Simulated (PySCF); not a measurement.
# C5H4O: the cost of one run

Computed with PySCF 2.14.0, with density-fitted response routines of our own, on a single molecule in the gas phase. Atoms are numbered from 0 throughout.

## Step 1: Starting geometry

10 atoms, charge 0, multiplicity 1; geometry from: GFN2-xTB. The atoms were then displaced at random by about 0.01 Å, so the start is not that level's minimum.

Bonds of the start (Å): C0–C1 1.24, C1–C2 1.42, C2–C3 1.29, C3–C4 1.48, C4–O5 1.20, C0–H6 1.03, C2–H7 1.10, C3–H8 1.10, C4–H9 1.11.

## Step 2: Relaxing the molecule at PBE0-D3(BJ)/def2-SVP

Job settings and geometry (Å):

```
{"job": {"xc": "PBE0", "basis": "def2-SVP", "d3": "d3bj", "grid": 1, "shake": 0.01, "kind": "geom"}, "charge": 0, "multiplicity": 1}
C      2.163600    -0.866640     0.616810
C      1.322070    -0.057890     0.208460
C      0.405220     0.908860    -0.274960
C     -0.864680     0.723930    -0.396940
C     -1.561370    -0.534700    -0.051950
O     -2.747430    -0.725260    -0.144420
H      2.851110    -1.542220     0.966060
H      0.888290     1.865450    -0.543540
H     -1.533680     1.517410    -0.749570
H     -0.872700    -1.309870     0.349000
```

Command:

```sh
OMP_NUM_THREADS=1 python probes_run.py task.json out
```

One launch serves the whole session: the jobs run in the order shown.

**Question.** How long does this first job take on 1 thread of Arm Neoverse V1, shared host, and how much memory does it need?

About 32 s, with a peak of 0.42 GiB.
